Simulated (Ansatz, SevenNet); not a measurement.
## hcp Re: properties by level of theory

Reference values: lattice constant a 2.761 Å (measured, 293 K, no zero-point or thermal correction; as tabulated in Wikipedia's data pages); lattice parameter c 4.458 Å (measured, 293 K, no zero-point or thermal correction; as tabulated in Wikipedia's data pages).

```csv
level (code),lattice constant a (Å),c axis length (Å)
SevenNet-l3i5,2.784,4.496
BLYP (Ansatz),2.813,4.530
PBEsol (Ansatz),2.751,4.442
PBE-D4 (Ansatz),2.758,4.455
r²SCAN (Ansatz),2.758,4.461
r²SCAN-D4 (Ansatz),2.754,4.454
```

Differences from the reference values (errors of the level alone only where the reference is corrected to a static lattice):

```
level          lattice constant a (%)  lattice parameter c (%)
-------------  ----------------------  -----------------------
SevenNet-l3i5                   +0.83                    +0.85
BLYP                            +1.88                    +1.62
PBEsol                          -0.36                    -0.36
PBE-D4                          -0.11                    -0.07
r²SCAN                          -0.11                    +0.07
r²SCAN-D4                       -0.25                    -0.09
```

Nearest: lattice constant a, not ranked (reference at room or unstated temperature); lattice parameter c, not ranked (reference at room or unstated temperature).

Machine-learned potentials (SevenNet-l3i5) are trained on DFT data: a solid inside that data is no test of them.

Ansatz's density-functional and Hartree–Fock values are scalar-relativistic unless marked +SOC, with PAW data made under PBE.

Differences are worked out from the printed values.

Computed values are for the static lattice.

Ansatz is an electronic-structure program.
